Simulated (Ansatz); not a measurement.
A nudged elastic band was laid between two geometries of BH5Si + FH (9 atoms, charge 0, multiplicity 1).

Level of theory: RKS PBE0/cc-pVDZ (Ansatz 0.2.0).

- movable images: 5
- climbing image: yes
- spring: 5.0 eV/Å²
- optimiser: quadratic models (default)
- start path: through a guess of the saddle point
- force threshold: 0.03 eV/Å
- iteration limit: 60
- end points: relaxed

Image 0:

```xyz
9
Properties=species:S:1:pos:R:3
B -1.115 -0.122 -0.153
Si 0.739 -0.545 0.565
H -1.888 0.444 0.582
H -1.556 -0.803 -1.045
H 0.384 1.300 -0.880
F -0.527 1.343 -1.154
H 0.965 -0.425 2.043
H 1.418 -1.791 0.079
H 1.581 0.599 -0.037
```

Image 6:

```xyz
9
Properties=species:S:1:pos:R:3
B -1.838 0.473 -0.571
Si 1.484 -0.402 0.501
H -1.748 1.168 0.413
H -1.942 -0.731 -0.561
H 0.678 0.245 -0.587
F -1.872 1.084 -1.754
H 0.555 -0.985 1.519
H 2.326 -1.484 -0.099
H 2.357 0.632 1.139
```

(1) Which bonds break or form, and what moves?

(2) Give the energies along the band, and the barrier.

(3) What is the geometry of the highest image?

## Answers

(1) Bonds broken: B1–Si2, H5–F6. Bonds formed: Si2–H5. BH5Si + FH becomes BFH2 + H4Si.

(2) The run converged. The highest image is number 2 of 0 to 6, 0.49 eV above the first end and 1.83 eV above the last; the last end lies 1.34 eV below the first. Neighbouring images differ by up to 1.2 eV, so the band resolves the path poorly. A vibrational analysis at the climbing image gives one clearly imaginary mode, 1026i cm⁻¹: a first-order saddle point. The orbitals stay closed-shell, which can raise the energy where a bond breaks towards radicals; this wasn't checked here.

| image | path coordinate (Å) | energy (eV) | B1–Si2 (Å) | H5–F6 (Å) | Si2–H5 (Å) |
| --- | --- | --- | --- | --- | --- |
| 0 | 0.00 | 0.00 | 2.03 | 0.95 | 2.37 |
| 1 | 1.25 | 0.05 | 2.02 | 0.93 | 2.63 |
| 2 | 2.49 | 0.49 | 2.14 | 1.12 | 1.94 |
| 3 | 3.08 | -0.75 | 2.40 | 1.72 | 1.57 |
| 4 | 3.68 | -1.25 | 2.82 | 2.18 | 1.51 |
| 5 | 4.27 | -1.33 | 3.23 | 2.54 | 1.50 |
| 6 | 4.86 | -1.34 | 3.60 | 2.93 | 1.50 |

(3) 
```xyz
9
Properties=species:S:1:pos:R:3:forces:R:3
B -1.050 0.173 -0.189 0.00 0.00 0.00
Si 0.924 -0.322 0.460 0.00 0.00 0.00
H -1.485 0.957 0.612 0.00 0.00 0.00
H -1.596 -0.867 -0.448 0.00 0.00 0.00
H 0.074 0.589 -1.025 0.00 0.00 0.00
F -0.789 0.987 -1.620 0.00 0.00 0.00
H 0.383 -1.002 1.682 0.00 0.00 0.00
H 1.709 -1.311 -0.348 0.00 0.00 0.00
H 1.831 0.797 0.878 0.00 0.00 0.00
```

The run took 54 s on 2 threads of AMD EPYC 9R45 96-Core Processor (Zen 5) (shared host), peak memory 0.16 GiB.
